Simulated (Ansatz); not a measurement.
Basis-set extrapolation for `FC1(F)CC1` (PBE0-D4/def2-TZVP geometry, frozen core, Ansatz). Multiplicity 1, RHF reference.

```json
{"": "HF", "def2-TZVPP": "-314.899935", "def2-QZVPP": "-314.913690"}
{"": "MP2 correlation", "def2-TZVPP": "-0.987868", "def2-QZVPP": "-1.067654"}
{"": "CCSD(T) correlation", "def2-TZVPP": "-1.047258", "def2-QZVPP": "not run"}
```

Energies in hartree. Use E(X) = E(∞) + A·exp(−7.88·√X) for Hartree–Fock and E(X) = E(∞) + B·X^(−2.97) for correlation, with X = 3 and 4, and add CCSD(T) minus MP2 of the smaller set to the MP2 limit.

Question: What is the CCSD(T) energy at the basis-set limit?

Answer: HF limit: -314.913690 + (-0.013755) × 0.13774 = -314.91558. MP2 limit: -1.067654 + (-0.079786) × 0.74074 = -1.12675. Higher-order term: -1.047258 − (-0.987868) = -0.05939. Total: -316.10172 hartree, 405.7 kJ/mol below CCSD(T)/def2-TZVPP.
